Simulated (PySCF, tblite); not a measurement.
Species: C4H9NO.
Geometry (GFN2-xTB, Å), atoms numbered from 1 in this order:
```
atom  x, y, z in Å
C1    -0.356    1.160    1.113
C2     0.070    0.137    0.386
C3     1.525   -0.235    0.240
N4     1.952    0.007   -1.133
O5    -0.707   -0.726   -0.334
C6    -2.091   -0.486   -0.373
H7     0.349    1.780    1.633
H8    -1.392    1.424    1.218
H9     2.130    0.388    0.901
H10    1.638   -1.289    0.549
H11    1.340   -0.498   -1.766
H12    2.897   -0.336   -1.271
H13   -2.510   -1.249   -1.029
H14   -2.538   -0.575    0.622
H15   -2.310    0.507   -0.778
```

Computed with PBE0/pcSseg-1 in PySCF (dipole) on a GFN2-xTB geometry, gas phase.

Masses are those of the commonest isotopes; rigid-rotor values at the optimised geometry. The values belong to one conformer with, in the numbering `[CH2:1]=[C:2]([CH2:3][NH2:4])[O:5][CH3:6]`, C1–C2–C3–N4 -112°, C2–C3–N4–H -55° and -174°, C1–C2–O5–C6 3°.

What are A, B and C (MHz)?

Ia = 85.21, Ib = 197.45, Ic = 255.53 u·Å²; 505379 MHz·u·Å²/I gives A = 5931, B = 2560, C = 1978 MHz.

Classify the top.

An asymmetric top. Ray's parameter κ = (2B − A − C)/(A − C) = -0.706; −1 is the prolate and +1 the oblate limit.

What does the inertial defect say?

Not planar: Δ = Ic − Ia − Ib = -27.14 u·Å². For a rigid frame Δ = −2 Σ m c², so Σ m c² = 13.57 u·Å² lies off the ab plane: 4.99 from hydrogen and 8.58 from heavier atoms. The atom farthest from that plane is 1.52 Å away.

Give the other two planar moments, Paa and Pbb, and the rms extents of the mass along the axes.

Paa = Σ m a² = (Ib + Ic − Ia)/2 = 183.88 and Pbb = Σ m b² = (Ia + Ic − Ib)/2 = 71.64 u·Å². With the mass M = 87.07 u, the rms extents √(P/M) along a, b and c are 1.45, 0.91, 0.39 Å.

List the rotational levels J(Ka,Kc) to J = 2 (MHz).

Above 0(0,0):
J = 1: 1(0,1) 4537, 1(1,1) 7909, 1(1,0) 8490
J = 2: 2(0,2) 13543, 2(1,2) 16401, 2(1,1) 18147, 2(2,1) 28261, 2(2,0) 28329
Those of J = 1 are B + C, A + C and A + B.

Which types of transition are allowed, and where do some lines up to J = 3 fall?

The dipole components are |μa| = 0.80 D, |μb| = 0.62 D, |μc| = 0.81 D. The squared components, which scale the intensities, stand as 0.97 : 0.57 : 1.00 (a : b : c). Some lines, for components of 0.1 D or more:

```tsv
type	branch	J(Ka,Kc)	MHz	lower level (cm⁻¹)
a	Q	2(1,1) ← 2(1,2)	1745	0.547
b	Q	1(1,0) ← 1(0,1)	3953	0.151
b	R	2(0,2) ← 1(1,1)	5634	0.264
c	Q	2(2,1) ← 2(1,1)	10114	0.605
b	Q	2(2,0) ← 2(1,1)	10183	0.605
a	R	3(2,1) ← 2(2,0)	13882	0.945
a	R	3(1,2) ← 2(1,1)	14438	0.605
c	R	2(2,0) ← 1(1,0)	19839	0.283
b	R	3(2,1) ← 2(1,2)	25810	0.547
c	R	3(3,1) ← 2(2,1)	31963	0.943
```

Estimate the classical rotational partition function at 25 K, 50 K and 298.15 K.

Point group C1, symmetry number σ = 1; q = (√π/σ)·√((kT/h)³/(ABC)), k/h = 20836.6 MHz/K: 3850 at 25 K, 10900 at 50 K, 158000 at 298.15 K.

Its GFN2-xTB frequencies are all real (lowest 58 cm⁻¹). Zero-point vibration and centrifugal distortion are left out. A rigid rotor knows nothing of inversion at nitrogen or internal rotation, which can split or shift real lines. Quadrupole hyperfine structure (14N) is left out.
